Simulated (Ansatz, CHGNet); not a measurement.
**Lattice parameter a of 1T (CdI2-type) PtS2: levels of theory against measurement**

Reference value: 3.542 Å (measured, temperature not stated, no zero-point or thermal correction; as tabulated in Björkman (2014), arXiv:1406.2436).

Problem. Put these levels in order of the lattice parameter a that they give for 1T (CdI2-type) PtS2, smallest first: CHGNet-r²SCAN (CHGNet), LDA (Ansatz, a program for electronic structure), PBE0 (Ansatz), rVV10 (Ansatz).

Solution. PBE0 (3.525 Å), CHGNet-r²SCAN (3.546 Å), LDA (3.562 Å), rVV10 (3.625 Å)

Differences against the reference: CHGNet-r²SCAN +0.11 %, LDA +0.56 %, rVV10 +2.34 %, PBE0 -0.48 %.

The reference has no zero-point or thermal correction, while the calculations are for a static lattice, so the differences are not the levels' errors alone. A static lattice is as a rule a little smaller than the measured one.  Density-functional levels without +SOC have no spin–orbit coupling. PBE0, LDA: the cell comes from a level without a dispersion term, which matters for the spacing of layers, chains or molecules. Cutoffs and k meshes differ between the levels. Ansatz's density-functional and Hartree–Fock values are scalar-relativistic unless marked +SOC, with PAW data made under PBE.

Machine-learned potentials (CHGNet-r²SCAN) are trained on DFT data, which may include these solids.

Differences are worked out from the printed values.
